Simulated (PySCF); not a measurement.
Numbering as in the mapped SMILES `[CH3:1][C@H:2]([C:3]#[N:4])[CH:5]=[O:6]`; H(Xn) means a hydrogen on atom n.

PySCF calculation with geometry: GFN2-xTB, GIAO PBE0/pcSseg-1 shieldings and J: B3LYP/pcJ-1 (spin–dipole term only in couplings to heteroatoms); non-relativistic, no solvent model, a single conformation, one averaged value for each set of equivalent atoms.

Problem. List the cross peaks expected in HSQC, COSY and HMBC spectra.

Solution. 

HSQC (one-bond C–H):
| δH | δC | 1J(C,H) (Hz) |
| --- | --- | --- |
| 9.52 (H(C5)) | 197.7 (C5) | 188 |
| 3.01 (H(C2)) | 38.6 (C2) | 147 |
| 1.56 (H(C1)) | 15.7 (C1) | 138 |

COSY cross peaks (|J| ≥ 2 Hz):
| δH | δH | abs. J (Hz) | bonds |
| --- | --- | --- | --- |
| 9.52 (H(C5)) | 3.01 (H(C2)) | 5.8 | 3 |
| 3.01 (H(C2)) | 1.56 (H(C1)) | 7.7 | 3 |

HMBC (two and three bonds, |J| ≥ 2.5 Hz):
| δH | δC [abs. J in Hz] |
| --- | --- |
| 9.52 (H(C5)) | 38.6 (C2) [29.2] |
| 3.01 (H(C2)) | 197.7 (C5) [7.0], 120.6 (C3) [10.1], 15.7 (C1) [3.5] |
| 1.56 (H(C1)) | 197.7 (C5) [6.4], 120.6 (C3) [7.1], 38.6 (C2) [3.2] |

Referencing at the same level of theory: 1H and 13C vs TMS.

Short H···H contacts in this conformer between protons four or more bonds apart (candidates for NOE cross peaks, intensity ∝ r⁻⁶): H(C1)···H(C5) 2.53 Å.

Unscaled 3J(H,H) at this level run about 10 % above measured values. Shifts are as computed. Against solution values, carbons near 30 ppm lie about +3 ppm off and those near 130 ppm about +5 ppm. Of 1211 compounds with measured shifts, 218 miss one by over three times the rms of a fit or turn the order of signals round; such compounds aren't used in these exercises. Couplings across =CH–CH2 type bonds come from one rotamer and its mirror image, and can be 1–2 Hz further off. Only one conformer was computed, so three-bond couplings in flexible chains and rings are approximate.
